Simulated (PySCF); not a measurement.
disilane cation (H₆Si₂), SMILES [SiH3][SiH3] (connectivity only; charge and spin as stated), charge +1, multiplicity 2.

The structure is a stationary point at B3LYP-D3(BJ)/def2-TZVP. The multiplicity is an assumed one; other spin states were not compared.

Method: PySCF with TDA-PBE0/def2-SVPD.

Vertical excitations; the highest root listed may be one member of a degenerate set. Gas-phase values at a fixed geometry.

Problem. List the lowest excited states. (Estimate from the structure and the level; the computed values follow.)

Solution. 
| state | energy (eV) | λ (nm) | f | main pairs |
|---|---|---|---|---|
| root 1 | 3.54 | 350 | 0.000 | β HOMO→LUMO (degenerate set) |
| root 2 | 3.54 | 350 | 0.000 | β HOMO−1→LUMO (degenerate set) |
| root 3 | 3.99 | 310 | 0.005 | β HOMO−2→LUMO (degenerate set) |
| root 4 | 3.99 | 310 | 0.005 | β HOMO−3→LUMO (degenerate set) |
| root 5 | 6.00 | 206 | 0.396 | α HOMO→LUMO 93 % |
| root 6 | 6.92 | 179 | 0.000 | α HOMO→LUMO+1 93 % |
| root 7 | 7.45 | 166 | 0.003 | α HOMO−1→LUMO, α HOMO→LUMO+2 (degenerate set) |
| root 8 | 7.45 | 166 | 0.003 | α HOMO−2→LUMO, α HOMO→LUMO+3 (degenerate set) |
| root 9 | 7.71 | 161 | 0.013 | α HOMO→LUMO+2, β HOMO→LUMO+1 (degenerate set) |
| root 10 | 7.71 | 161 | 0.013 | α HOMO→LUMO+3, β HOMO−1→LUMO+1 (degenerate set) |
Unrestricted roots are not spin-pure.
